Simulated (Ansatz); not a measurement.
Reaction (SMILES): ClB(Cl)Cl → B atom + 3 Cl atom
B3LYP-D3(BJ)/def2-TZVP geometries, fixed; electronic energies without zero-point terms.
Largest species:
```
B
Cl 1 1.7452
Cl 1 1.7452 2 120.00
Cl 1 1.7452 2 120.00 3 -180.00
```

Basis-set convergence of the atomisation energy at PBE0 with Ansatz (a program for electronic structure). Cartesian d functions, on some or all atoms, in 6-31G**, 6-311+G**; all else is spherical. The program fits the integrals of some runs and decomposes those of others, by size. Open shells are unrestricted. No added dispersion term, no relativity. Functions are those of the species that has most. Reference: the value in pcseg-4, 329.22 kcal/mol, itself unsure by roughly 0.03 kcal/mol (its mean distance from aug-pcseg-3, aug-cc-pV(Q+d)Z, cc-pV(5+d)Z). Deviations are taken from unrounded values.

```json
[
 {"basis": "STO-3G", "functions": "32", "atomisation energy (kcal/mol)": "374.58", "minus reference (kcal/mol)": "45.35"},
 {"basis": "3-21G", "functions": "48", "atomisation energy (kcal/mol)": "293.99", "minus reference (kcal/mol)": "-35.24"},
 {"basis": "6-31G", "functions": "48", "atomisation energy (kcal/mol)": "291.87", "minus reference (kcal/mol)": "-37.36"},
 {"basis": "pcseg-0", "functions": "48", "atomisation energy (kcal/mol)": "286.62", "minus reference (kcal/mol)": "-42.61"},
 {"basis": "6-31G**", "functions": "72", "atomisation energy (kcal/mol)": "327.92", "minus reference (kcal/mol)": "-1.30"},
 {"basis": "cc-pV(D+d)Z", "functions": "83", "atomisation energy (kcal/mol)": "327.77", "minus reference (kcal/mol)": "-1.46"},
 {"basis": "def2-SVPD", "functions": "101", "atomisation energy (kcal/mol)": "330.85", "minus reference (kcal/mol)": "1.63"},
 {"basis": "6-311+G**", "functions": "115", "atomisation energy (kcal/mol)": "325.91", "minus reference (kcal/mol)": "-3.31"},
 {"basis": "6-311++G(2d,2p)", "functions": "132", "atomisation energy (kcal/mol)": "329.43", "minus reference (kcal/mol)": "0.20"},
 {"basis": "pcseg-2", "functions": "132", "atomisation energy (kcal/mol)": "328.64", "minus reference (kcal/mol)": "-0.58"},
 {"basis": "def2-TZVP", "functions": "142", "atomisation energy (kcal/mol)": "329.69", "minus reference (kcal/mol)": "0.46"},
 {"basis": "def2-TZVPP", "functions": "157", "atomisation energy (kcal/mol)": "329.66", "minus reference (kcal/mol)": "0.44"},
 {"basis": "jun-cc-pV(T+d)Z", "functions": "183", "atomisation energy (kcal/mol)": "328.83", "minus reference (kcal/mol)": "-0.39"},
 {"basis": "def2-TZVPPD", "functions": "190", "atomisation energy (kcal/mol)": "329.24", "minus reference (kcal/mol)": "0.02"},
 {"basis": "aug-pcseg-2", "functions": "196", "atomisation energy (kcal/mol)": "329.33", "minus reference (kcal/mol)": "0.10"},
 {"basis": "aug-cc-pV(Q+d)Z", "functions": "347", "atomisation energy (kcal/mol)": "329.22", "minus reference (kcal/mol)": "0.00"},
 {"basis": "cc-pV(5+d)Z", "functions": "391", "atomisation energy (kcal/mol)": "329.31", "minus reference (kcal/mol)": "0.08"},
 {"basis": "pcseg-4", "functions": "416", "atomisation energy (kcal/mol)": "329.22", "minus reference (kcal/mol)": "0.00"}
]
```

The smallest set listed that lies within 2 kcal/mol of the reference with all its larger relatives (same family, alike in diffuse functions; a set with none counts only in the reference's own line) is cc-pV(D+d)Z (83 functions, -1.46 kcal/mol off). Inside the window by cancellation, since a larger relative falls out: 6-31G**, 6-311++G(2d,2p). (Relatives not listed, tested too: 6-311G** -4.42, cc-pV(T+d)Z -0.13, def2-TZVPD 0.05, 6-311++G(3df,3pd) 2.90, aug-cc-pV(T+d)Z -0.49, cc-pV(Q+d)Z 0.04, pcseg-3 0.06, def2-QZVP -0.17, def2-QZVPP -0.17, def2-QZVPPD -0.23, aug-pcseg-3 0.00 kcal/mol.)
